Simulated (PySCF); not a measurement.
Structure with atom numbers: `[CH3:1][CH2:2][C:3]([CH3:4])=[S:5]` (H(Xn): hydrogen on atom n).

Computed data (PySCF 2.14): PBE0-D3(BJ)/def2-SVP structure, σ from GIAO-PBE0/pcSseg-1. Single conformer, relativity neglected, equivalent nuclei averaged, gas phase.

Referencing at the same level of theory: ¹³C (σref 184.41), ¹H (σref 31.27) against TMS; ³³S (σref 495.66) against CS2.

```csv
atoms,nucleus,count,δ (ppm)
S5,³³S,1,1003
H(C4),¹H,3,2.91
C2,¹³C,1,52.9
H(C1),¹H,3,?
C1,¹³C,1,17.3
C3,¹³C,1,278.8
C4,¹³C,1,?
H(C2),¹H,2,2.96
```

Complete the table.

Answers


- C4: 40.5 ppm, methyl carbon; aliphatic region, no heteroatom directly attached
- H(C1): 1.28 ppm, hydrogen on a methyl carbon

Shifts are as computed. Against solution values, carbons near 30 ppm lie about +2 ppm off and those near 130 ppm about +5 ppm. Of 1211 compounds with measured shifts, 218 miss one by over three times the rms of a fit or turn the order of signals round; such compounds aren't used in these exercises.
